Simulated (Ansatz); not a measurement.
Cartesian coordinates (Å):
SMILES: [NH2]
```xyz
3

N     -0.0025     0.4283     0.0000
H      0.8044    -0.2095     0.0000
H     -0.8020    -0.2188     0.0000
```
Charge 0, spin multiplicity 2.

All values below come from frozen-core CCSD(T)/def2-TZVPP // r2SCAN-D4/def2-TZVP in Ansatz (a program for electronic structure).

```
Property                       Value
----------------------  ------------
HF energy               -55.58855 Ha
MP2 correlation energy   -0.18416 Ha
```

Q: Estimate the CCSD correlation energy, the (T) correction, the total energy and the T1 diagnostic.

A: 
- CCSD correlation energy: -0.20175 Ha
- (T) correction: -0.00565 Ha
- CCSD(T) total energy: -55.79594 Ha
- T1 diagnostic: 0.009
